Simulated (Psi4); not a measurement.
**BF (SMILES [B]F): levels of theory compared**

We compute a comparison of 4 runs (BHLYP/def2-TZVPPD, M06-2X/def2-TZVPPD, PBE/def2-TZVPPD, wB97M-V/def2-TZVPPD) of BF. 

Program for the calculation: Psi4 1.11.

## Step 1: The structure to begin with

BF has 2 atoms, charge 0, and is taken as a singlet. As SMILES, `[B]F`. The B1–F2 distance was set to 1.453 Å, away from the relaxed value.

Bond lengths: B1–F2 1.453 Å.

## Step 2: The energy at BHLYP/def2-TZVPPD (run 1)

Contents of calc.in:

```
memory 2200 mb

molecule mol {
  0 1
  B
  F 1 r2

  r2 = 1.4526
  symmetry c1
  no_reorient
  no_com
}

set {
  basis                def2-TZVPPD
  reference            rks
  puream               true
  e_convergence        1e-09
  d_convergence        1e-08
  scf_type             pk
  dft_radial_points    99
  dft_spherical_points 590
}

energy_value, wavefunction = energy('bhhlyp', return_wfn=True)
oeprop(wavefunction, 'MULLIKEN_CHARGES', 'WIBERG_LOWDIN_INDICES', 'LOWDIN_CHARGES', title='BHHLYP')
```

Started as:

```sh
$ psi4 calc.in calc.out -n 1
```

calc.out:

```text
[...]
  Running in c1 symmetry.
[...]
  Nuclear repulsion =   16.393346055452295
[...]
  Multiplicity = 1
[...]
  Nalpha       = 7
  Nbeta        = 7
[...]
    Number of basis functions: 77
[...]
   @RKS iter   1:  -124.60959915539259   -6.69362e-01   4.46430e-03 ADIIS/DIIS
[...]
   @RKS iter   9:  -124.64564886733336   -2.98428e-12   2.06554e-09 DIIS
[...]
    Orbital Energies [Eh]
    ---------------------
    Doubly Occupied:
       1A    -25.348303     2A     -7.231916     3A     -1.375460
       4A     -0.654883     5A     -0.558124     6A     -0.558124
       7A     -0.362499
[...]
  @RKS Final Energy:  -124.64564886733336
   => Energetics <=
    Nuclear Repulsion Energy =             16.3933460554522945
    One-Electron Energy =                -204.5502873878612036
    Two-Electron Energy =                  70.9392584079037078
    DFT Exchange-Correlation Energy =      -7.4279659428281644
    Empirical Dispersion Energy =           0.0000000000000000
    VV10 Nonlocal Energy =                  0.0000000000000000
    Total Energy =                       -124.6456488673333638
[...]
 Multipole Moments:
 ------------------------------------------------------------------------------------
     Multipole            Electronic (a.u.)      Nuclear  (a.u.)        Total (a.u.)
 ------------------------------------------------------------------------------------
 L = 1.  Multiply by 2.5417464519 to convert [e a0] to [Debye]
 Dipole X            :          0.0000000            0.0000000            0.0000000
 Dipole Y            :         -0.0000000            0.0000000           -0.0000000
 Dipole Z            :         -0.4583689            0.3742995           -0.0840694
 Magnitude           :                                                    0.0840694
[...]
```

Wall time 11 s (1 thread of Intel Xeon at 2.50GHz (Skylake/Cascade Lake), shared host); peak memory 0.51 GiB.

## Step 3: A single-point energy at M06-2X/def2-TZVPPD (run 2)

Contents of calc.in:

```
memory 2200 mb

molecule {
  0 1
  B
  F 1 r2

  r2 = 1.4526
  units angstrom
  symmetry c1
}

set globals {
  basis                def2-TZVPPD
  reference            rks
  puream               true
  e_convergence        1e-09
  d_convergence        1e-08
  scf_type             pk
  dft_radial_points    99
  dft_spherical_points 590
}

e_tot, wfn = energy('m06-2x', return_wfn=True)
oeprop(wfn, 'QUADRUPOLE', 'MAYER_INDICES', 'DIPOLE')
```

Started as:

```sh
$ psi4 -n 1 calc.in calc.out
```

calc.out:

```text
[...]
  Running in c1 symmetry.
[...]
  Nuclear repulsion =   16.393346055452295
[...]
  Multiplicity = 1
[...]
  Nalpha       = 7
  Nbeta        = 7
[...]
    Number of basis functions: 77
[...]
   @RKS iter   1:  -124.62652129350620   -6.68619e-01   3.79681e-03 DIIS/ADIIS
[...]
   @RKS iter   9:  -124.65361545289356   -1.60583e-12   3.34462e-09 DIIS
[...]
  @RKS Final Energy:  -124.65361545289356
   => Energetics <=
    Nuclear Repulsion Energy =             16.3933460554522945
    One-Electron Energy =                -204.4680023611239790
    Two-Electron Energy =                  70.2980028769502212
    DFT Exchange-Correlation Energy =      -6.8769620241721059
    Empirical Dispersion Energy =           0.0000000000000000
    VV10 Nonlocal Energy =                  0.0000000000000000
    Total Energy =                       -124.6536154528935612
[...]
 Multipole Moments:
 ------------------------------------------------------------------------------------
     Multipole            Electronic (a.u.)      Nuclear  (a.u.)        Total (a.u.)
 ------------------------------------------------------------------------------------
 L = 1.  Multiply by 2.5417464519 to convert [e a0] to [Debye]
 Dipole X            :         -0.0000000            0.0000000           -0.0000000
 Dipole Y            :         -0.0000000            0.0000000           -0.0000000
 Dipole Z            :         -0.4726448            0.3742995           -0.0983453
 Magnitude           :                                                    0.0983453
 L = 2.  Multiply by 1.3450342976 to convert [e a0^2] to [Debye ang]
 Quadrupole XX       :         -7.8847454            0.0000000           -7.8847454
 Quadrupole XY       :          0.0000000            0.0000000            0.0000000
[...]
```

Wall time 14 s (1 thread of Intel Xeon at 2.50GHz (Skylake/Cascade Lake), shared host); peak memory 0.88 GiB.

Run 3 isn't shown in full; the table further down has it.

## Step 4: The energy at wB97M-V/def2-TZVPPD (run 4)

Contents of run_ase.py:

```python
import numpy as np
from ase.calculators.psi4 import Psi4
from ase import Atoms

mol = Atoms(['B', 'F'], positions=[
    [0.000000, 0.000000, -0.198860],
    [0.000000, 0.000000, 1.253740],
])
calc = Psi4(atoms=mol, method='wb97m-v', basis='def2-TZVPPD', memory='2200MB', num_threads=1, charge=0, multiplicity=1, label='psi4-calc')
calc.psi4.set_options({'puream': True, 'e_convergence': 1e-09, 'd_convergence': 1e-08, 'scf_type': 'pk', 'dft_radial_points': 99, 'dft_spherical_points': 590})
mol.calc = calc

print(f'energy: {mol.get_potential_energy():.6f} eV')
```

Started as:

```sh
$ python run_ase.py
```

psi4-calc.dat:

```text
[...]
  Running in c1 symmetry.
[...]
  Nuclear repulsion =   16.393346055452291
[...]
  Multiplicity = 1
[...]
  Nalpha       = 7
  Nbeta        = 7
[...]
    Number of basis functions: 77
[...]
   @RKS iter   1:  -124.63453600078947   -7.39155e-01   4.22095e-03 DIIS/ADIIS
[...]
   @RKS iter   9:  -124.66845705553033   -7.20490e-12   6.87644e-09 DIIS
[...]
    Orbital Energies [Eh]
    ---------------------
    Doubly Occupied:
       1A    -24.947133     2A     -7.043487     3A     -1.350869
       4A     -0.675886     5A     -0.579788     6A     -0.579788
       7A     -0.401478
[...]
  @RKS Final Energy:  -124.66845705553033
   => Energetics <=
    Nuclear Repulsion Energy =             16.3933460554522910
    One-Electron Energy =                -204.4115512512467490
    Two-Electron Energy =                  73.7401960398735241
    DFT Exchange-Correlation Energy =     -10.4502541426238142
    Empirical Dispersion Energy =           0.0000000000000000
    VV10 Nonlocal Energy =                  0.0598062430144154
    Total Energy =                       -124.6684570555303253
[...]
 Multipole Moments:
 ------------------------------------------------------------------------------------
     Multipole            Electronic (a.u.)      Nuclear  (a.u.)        Total (a.u.)
 ------------------------------------------------------------------------------------
 L = 1.  Multiply by 2.5417464519 to convert [e a0] to [Debye]
 Dipole X            :         -0.0000000            0.0000000           -0.0000000
 Dipole Y            :          0.0000000            0.0000000            0.0000000
 Dipole Z            :         -0.4306235            0.3742995           -0.0563239
 Magnitude           :                                                    0.0563239
[...]
```

The script printed:

```text
energy: -3392.401510 eV
```

It took 32 s on 1 thread of Intel Xeon at 2.50GHz (Skylake/Cascade Lake), shared host; peak memory 0.92 GiB.

## Step 5: The series

```csv
run,level,task,energy (Eh),dipole moment (D),HOMO energy (eV),LUMO energy (eV),wall time
1,BHLYP/def2-TZVPPD,energy,-124.645649,0.21,-9.86,-0.84,11 s
2,M06-2X/def2-TZVPPD,energy,-124.653615,0.25,-9.82,-0.90,14 s
3,PBE/def2-TZVPPD,gradient,-124.559385,0.07,-7.36,-2.95,14 s
4,wB97M-V/def2-TZVPPD,energy,-124.668457,0.14,-10.92,0.27,32 s
```

## Step 6: Results

```
            quantity          value
 run 4: total energy  -124.66846 Eh
run 4: dipole moment         0.14 D
  run 4: HOMO energy      -10.92 eV
  run 4: LUMO energy        0.27 eV
run 4: HOMO–LUMO gap       11.20 eV
```

The dipole moment (its size) runs from 0.07 D (PBE/def2-TZVPPD) to 0.25 D (M06-2X/def2-TZVPPD). The two dipoles point in opposite directions. The HOMO–LUMO gap runs from 4.41 eV (PBE/def2-TZVPPD) to 11.20 eV (wB97M-V/def2-TZVPPD). Totals of different functionals can't be ranked against each other. All runs together took 72 s, the longest 32 s.
